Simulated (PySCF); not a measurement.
## Electric properties by functional and basis

cis-2-pentene, C5H10.
SMILES: `C/C=C/CC`

PySCF, dipoles from the SCF density, polarisabilities from static response with core orbitals frozen. The structure is a single PBE0-D3(BJ)/def2-SVP conformer in the gas phase; no vibrational or solvent corrections.

The anisotropy is √(½[(α1 − α2)² + (α2 − α3)² + (α3 − α1)²]).

| level | μ (D) | α (au) | anisotropy (au) |
| --- | --- | --- | --- |
| LDA/def2-SVPD | 0.064 | 68.94 | 32.59 |
| PBE/def2-SVPD | 0.055 | 67.88 | 32.40 |
| B3LYP/def2-SVPD | 0.052 | 66.25 | 30.83 |
| PBE0/def2-SVPD | 0.048 | 65.57 | 30.60 |
| BHandHLYP/def2-SVPD | 0.048 | 64.25 | 29.54 |
| CAM-B3LYP/def2-SVPD | 0.051 | 65.18 | 29.54 |
| wB97X-D/def2-SVPD | 0.045 | 65.17 | 29.33 |
| LC-wPBE/def2-SVPD | 0.042 | 63.32 | 28.28 |
| HF/def2-SVPD | 0.043 | 62.69 | 28.66 |
| PBE0/6-31G* | 0.048 | 54.90 | 31.65 |
| PBE0/def2-SVP | 0.060 | 57.49 | 31.24 |
| PBE0/def2-TZVP | 0.047 | 64.18 | 32.01 |

The dipole runs from 0.04 D (LC-wPBE/def2-SVPD) to 0.06 D (LDA/def2-SVPD). No reference polarisability is at hand; against PBE0 in the largest diffuse basis at hand (def2-SVPD) the other PBE0 rows deviate by 6-31G* -16%, def2-SVP -12%, def2-TZVP -2%. In one basis (def2-SVPD) the functionals order the polarisability from HF (lowest) to LDA (highest), a spread of 10%. With PBE0 the polarisability is 58.86 au without diffuse functions (mean of 6-31G*, def2-SVP and def2-TZVP) and 65.57 au with them (def2-SVPD).
